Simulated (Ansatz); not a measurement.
# BOF (fluoro(oxo)borane): methods side by side

BOF has 3 atoms, charge 0, and is taken as a singlet. SMILES: `O=BF`. The coordinates come from a PBE0-D4/def2-TZVP relaxation.

```xyz
3

O     0.9831   -0.5651    0.4799
B     0.0203   -0.0116    0.0099
F    -1.0034    0.5768   -0.4898
```

Quantity: the energy change with the O1–B2 bond stretched from 1.206 to 2.412 Å, in eV. The values are calculated.

| level | kind | program | value (eV) | less FCI/STO-3G |
| --- | --- | --- | --- | --- |
| HF/STO-3G (restricted) | Hartree–Fock | Ansatz | 7.98 | -0.81 |
| BLYP/STO-3G (restricted) | GGA | Ansatz | 9.41 | +0.62 |
| BHLYP/STO-3G (restricted) | global hybrid | Ansatz | 9.35 | +0.56 |
| CCSDT(Q)/STO-3G (restricted) | coupled cluster or CI | Ansatz | 8.77 | -0.02 |
| CCSDT/STO-3G (restricted) | coupled cluster or CI | Ansatz | 8.79 | 0.00 |
| FCI/STO-3G | exact in the basis | Ansatz | 8.79 | 0.00 |

FCI/STO-3G is exact within its basis and frozen core, so for wave-function methods in that basis the difference is their error; functionals converge differently with the basis, so for them it is only a difference. The first shape isn't each level's own minimum. The values span 7.98 to 9.41 eV. All rows use very small basis sets, so even the best lies far from the true value.
